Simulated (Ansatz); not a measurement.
Basis sets compared for BH2Cl. Charge 0, multiplicity 1. Geometry PBE0-D4/def2-TZVP. Ansatz on 4 threads of Arm Neoverse V1 on a shared host; times are rough, and most runs start from earlier orbitals.

```csv
atom,x (Å),y (Å),z (Å)
B1,0.040,0.047,0.139
H2,-0.222,1.164,0.455
H3,0.596,-0.728,0.853
Cl4,-0.414,-0.483,-1.447
```

B3LYP takes the VWN-RPA correlation.

Binding counts from free atoms (B doublet, H doublet, Cl doublet) in the same basis, without a counterpoise term.

```csv
level,functions,energy (Eh),HOMO (eV),LUMO (eV),binding per atom (eV),wall time
HF/STO-3G,16,-480.1286,-10.58,5.63,3.43,0.05 s
HF/6-31G,26,-485.3127,-11.99,2.05,2.41,0.1 s
PBE-D4/def2-SVP,42,-485.8603,-7.10,-2.66,3.30,0.2 s
PBE-D4/def2-TZVP,80,-486.0496,-7.27,-2.83,3.28,0.3 s
r2SCAN-D4/def2-TZVP,80,-486.2352,-7.57,-2.45,3.28,0.75 s
B3LYP-D4/6-31G,26,-486.2432,-8.38,-1.91,3.12,0.2 s
B3LYP-D4/def2-TZVP (with forces),80,-486.3131,-8.42,-2.03,3.25,0.45 s
PBE0-D4/def2-SVP,42,-485.9098,-8.53,-1.66,3.27,0.25 s
PBE0-D4/def2-TZVP,80,-486.0961,-8.65,-1.82,3.25,0.4 s
```

Problem. Estimate the rows for PBE-D4/def2-TZVPD, r2SCAN-D4/def2-TZVPD, PBE0-D4/def2-TZVPD.

Solution. 
```json
{"level": "PBE-D4/def2-TZVPD", "functions": "101", "energy (Eh)": "-486.0503", "HOMO (eV)": "-7.30", "LUMO (eV)": "-2.88", "binding per atom (eV)": "3.28", "wall time": "0.45 s"}
{"level": "r2SCAN-D4/def2-TZVPD", "functions": "101", "energy (Eh)": "-486.2356", "HOMO (eV)": "-7.59", "LUMO (eV)": "-2.48", "binding per atom (eV)": "3.28", "wall time": "0.95 s"}
{"level": "PBE0-D4/def2-TZVPD", "functions": "101", "energy (Eh)": "-486.0966", "HOMO (eV)": "-8.67", "LUMO (eV)": "-1.86", "binding per atom (eV)": "3.25", "wall time": "0.45 s"}
```
